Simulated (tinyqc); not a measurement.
Worked calculation: RKS/BLYP in the sto-3g basis, for OH-, spin multiplicity 1. The basis has no diffuse functions, so it cannot describe the extra electron: this is an exercise in the method, not the real anion. Computed by tinyqc, a small Python program that keeps every step (integrals from PySCF). Settings: charge = -1, multiplicity = 1, basis = sto-3g, energy threshold = 1e-10, iteration cap = 71, orthogonalisation = symmetric, start = core, DIIS depth = 0, method = RKS, functional = blyp, grid = [40, 14]. Command: `OMP_NUM_THREADS=1 python tinyqc.py 20567 20568 out.jsonl` (the two numbers bound the seeds that draw the settings). One thread of a shared host (Intel(R) Xeon(R) Processor @ 2.60GHz), about 0.7 s of CPU time with the checks.

Geometry (angstrom):
```
atom         x         y         z
O     0.000000  0.000000  0.000000
H     0.000000  0.000000  1.434000
```

Stop when the energy changes by less than 1e-10 hartree and every element of the error matrix X^T (F D S - S D F) X is below 3e-06.

Course of the cycle:
```
iteration   E (hartree)     change  largest element of the error matrix
1          -73.18959924          -                             3.92e-01
2          -74.04094307  -8.51e-01                             3.60e-01
3          -73.71504259   3.26e-01                             8.03e-01
4          -74.05309268  -3.38e-01                             3.65e-01
5          -73.72501189   3.28e-01                             8.03e-01
6          -74.05358446  -3.29e-01                             3.66e-01
7          -73.72539623   3.28e-01                             8.03e-01
8          -74.05360643  -3.28e-01                             3.66e-01
9          -73.72541182   3.28e-01                             8.03e-01
10         -74.05360741  -3.28e-01                             3.66e-01
11         -73.72541247   3.28e-01                             8.03e-01
12         -74.05360745  -3.28e-01                             3.66e-01
13         -73.72541250   3.28e-01                             8.03e-01
14         -74.05360746  -3.28e-01                             3.66e-01
...                 ...        ...                                  ...
58         -74.05360746  -3.28e-01                             3.66e-01
59         -73.72541250   3.28e-01                             8.03e-01
60         -74.05360746  -3.28e-01                             3.66e-01
61         -73.72541250   3.28e-01                             8.03e-01
62         -74.05360746  -3.28e-01                             3.66e-01
63         -73.72541250   3.28e-01                             8.03e-01
64         -74.05360746  -3.28e-01                             3.66e-01
65         -73.72541250   3.28e-01                             8.03e-01
66         -74.05360746  -3.28e-01                             3.66e-01
67         -73.72541250   3.28e-01                             8.03e-01
68         -74.05360746  -3.28e-01                             3.66e-01
69         -73.72541250   3.28e-01                             8.03e-01
70         -74.05360746  -3.28e-01                             3.66e-01
71         -73.72541250   3.28e-01                             8.03e-01
```

Can the last value be used, and what does the course show?

Not by the stop rule. Not converged within the cap of 71 iterations: the residual has stopped falling: the iteration swings between two states. Reruns (cap 100 unless said): DIIS 8: converged in 12; damping 0.5: converged in 34; level shift 0.5: converged in 10; atomic densities as start, DIIS 8: converged in 9; the original settings with a cap of 400: not converged. PySCF RKS in the same basis, fine grid = -74.35573002 hartree, which differs from a converged run on this coarse grid by the grid error.
